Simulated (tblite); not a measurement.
1,1-difluoro-2-methylpropane, C4H8F2.
Z-matrix (Å and degrees, GFN2-xTB geometry), rows numbered from 1:
```
C 
C   1  1.5273
C   2  1.5262  1  111.56
C   2  1.5275  1  110.10  3   121.74
F   4  1.3557  2  111.53  1   -55.75
F   4  1.3571  2  111.14  1    62.31
H   1  1.0865  2  110.07  3    60.99
H   1  1.0872  2  110.36  3  -179.00
H   1  1.0875  2  110.17  3   -58.97
H   2  1.0952  1  109.45  3  -121.66
H   3  1.0877  2  111.01  1  -178.03
H   3  1.0865  2  109.98  1   -57.89
H   3  1.0874  2  110.07  1    61.64
H   4  1.1018  2  113.06  1  -176.83
```

Computed with GFN2-xTB (tblite): harmonic, unscaled wavenumbers at the GFN2-xTB geometry, gas phase. This tight-binding method is rough: wavenumbers can miss measured ones by several per cent, in bad cases by 10 to 20. One conformer, not necessarily the lowest.

Harmonic wavenumbers (cm⁻¹): 77.1, 196.0, 208.5, 235.4, 251.2, 343.8, 435.9, 511.1, 634.0, 847.9, 954.2, 961.3, 987.8, 1007.3, 1071.1, 1132.6, 1158.1, 1192.6, 1268.3, 1280.1, 1313.1, 1322.1, 1408.3, 1422.3, 1488.0, 1489.9, 1499.1, 1499.8, 2880.6, 2947.2, 3036.6, 3044.3, 3047.2, 3047.8, 3051.2, 3053.9.

A = 4756, B = 2758, C = 2391 MHz; mass 94.059 u (most abundant isotopes); point group C1, symmetry number 1.

Task: What is the zero-point energy?

Result: ½Σν̃ = 25153 cm⁻¹ = 300.90 kJ/mol.

Task: Give the ideal-gas entropy at 200 K and 1 bar in the rigid-rotor, harmonic-oscillator model (classical rotation).

Result: Translation 157.23, rotation 106.86, vibration 40.60: S = 304.7 J/(mol K).

Task: And Cp and H(200 K) − H(0)?

Result: Cp = 85.35 J/(mol K), of which vibrations give 52.09 (their classical limit is 36 R = 299.3); H(200 K) − H(0) = 11.54 kJ/mol without the zero-point energy, 4.89 from vibrations.

Task: How do the functions run with temperature in this model?

Result: 
| T (K) | S (J/(mol K)) | Cp (J/(mol K)) | H − H(0) (kJ/mol) | G − H(0) (kJ/mol) | ln q(vib) |
| --- | --- | --- | --- | --- | --- |
| 150 | 282.0 | 72.9 | 7.58 | -34.72 | 1.23 |
| 250 | 325.1 | 98.1 | 16.12 | -65.15 | 2.69 |
| 298.15 | 343.5 | 111.3 | 21.16 | -81.25 | 3.42 |
| 400 | 380.2 | 139.9 | 33.96 | -118.12 | 4.98 |
| 600 | 446.4 | 187.3 | 66.94 | -200.91 | 8.12 |
| 900 | 532.0 | 234.3 | 130.75 | -348.07 | 12.74 |

q(vib) and H(0) count from the zero-point level.

Task: Blend soft modes into free rotors: weight 1/[1 + (100 cm⁻¹/ν̃)⁴] for the oscillator and the rest for a rotor with moment μB/(μ + B), μ = h/(8π²ν), B = 10⁻⁴⁴ kg m². What vibrational entropy results?

Result: 39.46 J/(mol K) in place of 40.60, which changes −T·S at 200 K by +0.23 kJ/mol.

Hindered rotation and anharmonicity are outside this model. Other conformers, if any are populated, would add a mixing term that is left out. The structure is chiral; the term R ln 2 for an equal mix with its mirror image is left out.
